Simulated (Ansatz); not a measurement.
Input file:

```yaml
crystal:
  periodic: [false, false, false]
  atoms:
    - {symbol: B, position_ang: [0.000000, -0.115417, 0.000000]}
    - {symbol: H, position_ang: [0.000000, 0.618973, -0.960542]}
    - {symbol: H, position_ang: [0.000000, 0.618973, 0.960542]}
basis:
  gaussian: {orbitals: STO-3G}
total_charge: -1
magnetization: {spin_polarized: false, initial_magnetization: 2}
hamiltonian: {xc: {name: PBE}}
correlation: {method: ccsdt_q, electrons: outside_noble_gas}
scf: {lower_state_search: off}
output: {forces: true}
```

```sh
$ ansatz run in.yaml --threads 1 --pin off --events-out ev --progress --plain --max-ram 2393MiB
```

Log:

```
these checks for a lower state are left out or cut short: starts, cluster_reference, orbital_swaps, neighbouring_geometries, increment
92 factors; integrals over basis functions are off by at most 1.6e-8 eV
mean field evaluation 1: about -689.3852 eV, gradient 2.5e0 eV
mean field evaluation 2: about -689.3602 eV, gradient 2.5e0 eV
mean field evaluation 4: about -689.4457 eV, gradient 3.3e-1 eV
mean field evaluation 8: about -689.4461 eV, gradient 5.8e-6 eV
mean field -689.44614024 eV, -25.3366783304 hartree, gradient 6.1e-7 eV, S^2 2.000000; 0 other end points of the search recorded, 0 dependent functions left out
1 core orbitals not correlated: weight in the atoms' cores, before any rotation towards them, 1.000 or more for the frozen orbitals, at most 0.000 for the correlated occupied ones
reference -685.43381535 eV, -25.1892281105 hartree; 4, 2 occupied and 2, 4 virtual orbitals, 92 factors
second order -0.59203931 eV of doubles, -0.05885750 eV of singles
cycle   1  -0.86260636 eV  change   -2.1e-1 eV  update   3.7e-2
cycle   2  -0.99656534 eV  change   -1.3e-1 eV  update   1.7e-2
cycle   3  -1.00267431 eV  change   -6.1e-3 eV  update   4.1e-3
cycle   4  -1.00471392 eV  change   -2.0e-3 eV  update   1.5e-3
cycle   5  -1.00486497 eV  change   -1.5e-4 eV  update   4.3e-4
cycle   6  -1.00512254 eV  change   -2.6e-4 eV  update   4.4e-5
cycle   7  -1.00503985 eV  change    8.3e-5 eV  update   1.4e-5
cycle   8  -1.00505932 eV  change   -1.9e-5 eV  update   4.5e-6
cycle   9  -1.00505674 eV  change    2.6e-6 eV  update   8.2e-7
cycle  10  -1.00505712 eV  change   -3.8e-7 eV  update   1.7e-7
perturbative correction 0.00007333 eV, 0.0000026947 hartree
the calculation of the forces begins
mean field evaluation 16: about -689.4461 eV, gradient 6.1e-7 eV
Total energy: -686.43879914 eV, -25.2261605835 hartree
Atom 0 at     0.000000    -0.115417     0.000000 Å, force    -0.000000     1.530067     0.000000 eV/Å
Atom 1 at     0.000000     0.618973    -0.960542 Å, force    -0.000000    -0.765033    -0.426004 eV/Å
Atom 2 at     0.000000     0.618973     0.960542 Å, force    -0.000000    -0.765033     0.426004 eV/Å
Dipole moment:    -0.000000    -0.077136    -0.000000 e Å
Checks for a lower state left out: starts, cluster_reference, orbital_swaps, neighbouring_geometries, increment
```

Forces (eV/Å):
```
B    0.000  1.530  0.000
H    0.000 -0.765 -0.426
H    0.000 -0.765  0.426
```

Ran on 1 thread of Arm Neoverse V1, shared host: 2.4 s wall, 0.08 GiB peak host memory.
